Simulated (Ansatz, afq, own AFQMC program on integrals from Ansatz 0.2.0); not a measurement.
Mg$_{2}$, triplet, reference energies and how methods fare

```xyz
2

Mg    0.0000    0.0000    0.0000
Mg    0.0000    0.0000    2.7658
```

Geometry: a PBE0/def2-TZVP stationary point, not shown to be a minimum. Basis cc-pVDZ. Noble-gas cores (and the filled d shells of Ga–Kr and In–Xe) are frozen. Ansatz 0.2.0 and our own AFQMC program on the same integrals; the CISD trial comes from CCSD amplitudes, and released means the phaseless constraint is let go. ± is one standard error of the sampling.

Best estimates are CCSD(T) at the basis-set limit (def2-TZVPP/QZVPP) plus the step from CCSD(T) to the highest rung at hand in cc-pVDZ, named in the table (released AFQMC can keep some 10 meV of bias). No zero-point, core-correlation or spin–orbit terms. Other levels are in cc-pVDZ, the functionals in def2-TZVP; a dash marks a level that is missing or breaks spin symmetry for a member.

Cautions: Mg₂ (triplet): another spin lies lower, the search met a lower determinant of the same kind, perhaps of another symmetry (89 meV lower), and this one is a saddle point, strong correlation (T1 0.058, weight of the determinant 0.88, largest double 0.10), unrestricted determinant spin contaminated (⟨S²⟩ 2.16 against 2.00), the released energies are still falling, so no released level is given (meV from the phaseless value at times in 1/Eh: -4 ± 6 at 0.24, -8 ± 6 at 0.51, -10 ± 4 at 0.99, -10 ± 3 at 1.62, -17 ± 3 at 2.40), its ph-AFQMC/CISD value lies 23 ± 4 meV above full CI; Mg₂ (singlet): restricted determinant unstable towards unrestricted (UHF 133 meV lower, ⟨S²⟩ 0.56), its ph-AFQMC/CISD value lies 20 ± 3 meV above full CI; Mg₂⁺ (doublet): strong correlation (T1 0.056, weight of the determinant 0.91, largest double 0.13), unrestricted determinant spin contaminated (⟨S²⟩ 0.89 against 0.75); Mg₂ (quintet): another spin lies lower, the search met a lower determinant of the same kind, perhaps of another symmetry (97 meV lower), and this one is a saddle point; row 3: core correlation is missing, and it shifts such a gap most where an s electron is promoted.

```csv
process,B3LYP (eV)
"to charge +0, singlet (vertical)",-1.39
"to charge +1, doublet (vertical)",4.67
"to charge +0, quintet (vertical)",3.10
```

(1) From these values, estimate the best estimates.

(1) 
```json
{"process": "to charge +0, singlet (vertical)", "best estimate (eV)": "-1.19", "highest rung": "FCI"}
{"process": "to charge +1, doublet (vertical)", "best estimate (eV)": "4.82", "highest rung": "FCI"}
{"process": "to charge +0, quintet (vertical)", "best estimate (eV)": "2.69", "highest rung": "FCI"}
```

Errors against the best estimates in eV, in the same order:

```tsv
level	error, 1	error, 2	error, 3
MP2	-0.01	-0.31	-0.33
CCSD(T)	-0.11	-0.17	-0.04
ph-AFQMC/CISD	-0.10 ± 0.004	-0.17 ± 0.004	–
CCSD(T)/CBS	-0.01	-0.03	-0.02
PBE	0.01	0.02	0.21
r2SCAN	0.31	0.09	-0.18
PBE0	0.07	0.00	0.13
B3LYP	-0.20	-0.15	0.42
wB97M-V	-0.48	-0.42	0.46
B2PLYP	-0.18	-0.28	0.30
```

Cost at the first geometry: PBE0/cc-pVDZ, 5 s on 1 thread of Arm Neoverse V2 (shared host); UCCSD(T)/cc-pVDZ, 2.7 s on 1 thread of Arm Neoverse V2 (shared host); CCSDT(Q), 5.5 s on 1 thread of Arm Neoverse V2, on a shared host; ph-AFQMC/CISD with release, 98 s on 1 thread of Arm Neoverse V2, on a shared host.

Best estimates are given only where the step beyond CCSD(T) is under 0.3 eV and no member's determinant is very poor (T1 over 0.05, or 0.07 for open shells, ⟨S²⟩ too high by 0.3, two states mixed), so the hardest cases are missing from such tables.

The functionals ran in a triple-zeta set and keep a basis error of their own, a few kJ/mol for each bond in atomization energies and more for double hybrids, so close places among them and the extrapolated levels can swap.

CCSDT and higher add their correlation energy to the determinant of the CCSD(T) run, since their own runs factorise the integrals more tightly (a shift of under 2 meV). Where the cautions show a poor determinant, the low rows tell how each method copes with it, not its usual error. Each member of a difference takes its own highest rung, so a best estimate needn't equal the limit plus the step of one row. A walk keeps the symmetry of its determinant, which the program's search chose and which needn't be the lowest solution, so a lower state of the same spin and another symmetry isn't excluded.
